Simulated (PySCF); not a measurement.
formamide cation (CH3NO), SMILES NC=O (connectivity only; charge and spin as stated), charge +1, multiplicity 2. Atoms are numbered in the order given.

```xyz
6

N      0.1553    -1.0687     0.0000
C     -0.3785     0.1100     0.0000
O      0.2415     1.2095     0.0000
H      1.1626    -1.2018     0.0000
H     -0.4360    -1.8921     0.0000
H     -1.4745     0.2389     0.0000
```
Charge +1, spin multiplicity 2.

Geometry: B3LYP-D3(BJ)/def2-TZVP. The multiplicity is an assumed one; other spin states were not compared. One conformer was computed; it need not be the lowest.

These are PySCF with PBE0/def2-TZVPD values and carry that method's errors.

Gas-phase values at a fixed geometry.

```yaml
total_energy: -169.41211 hartree
point_group: Cs
"α spin, highest occupied and lowest empty level": -16.70 and -7.66 eV
"β spin, highest occupied and lowest empty level": -16.39 and -12.21 eV
dipole_moment_about_the_centre_of_nuclear_charge: 0.629 e·Å
mean_static_polarisability: 20.8 bohr³ (3.08 Å³)
polarisability_principal_values: 14.2, 19.9, 28.2 bohr³
"⟨S²⟩": 0.755 (pure state 0.75)
```
